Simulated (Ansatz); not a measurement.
A calculation on 2H WS2 returned lattice constant a 3.182 Å, lattice parameter c 13.074 Å, equilibrium volume per atom 19.10 Å³/atom.

For reference: lattice constant a 3.153 Å (measured, 300 K, not corrected to a static lattice; as tabulated in arXiv:1605.07067); lattice parameter c 12.323 Å (measured, 300 K, not corrected to a static lattice; as tabulated in arXiv:1605.07067).

Problem. Which level of theory produced these numbers?
A) r²SCAN (Ansatz (a first-principles code))
B) r²SCAN-D4 (Ansatz)
C) rVV10 (Ansatz)
D) PBE-D4 (Ansatz)

Solution. A, r²SCAN (Ansatz)

The others give: r²SCAN-D4 3.172 Å, 12.550 Å, 18.22 Å³/atom; rVV10 3.214 Å, 12.480 Å, 18.60 Å³/atom; PBE-D4 3.156 Å, 12.190 Å, 17.52 Å³/atom.

Unless a cell is named, each level is at its own relaxed cell (PBE-D4 17.52, r²SCAN 19.10, r²SCAN-D4 18.22, rVV10 18.60 Å³/atom).

The crystal itself was run without spin with PBE-D4, r²SCAN; a magnetic state was not tried in these runs.

Caveats: for a layered or molecular solid the relaxed cell lies over 5 % above the published volume, where the minimum can be shallow (r²SCAN); the cell comes from a level without a dispersion term, which matters for the spacing of layers, chains or molecules (r²SCAN). Ansatz's density-functional and Hartree–Fock values are scalar-relativistic unless marked +SOC, with PAW data made under PBE.
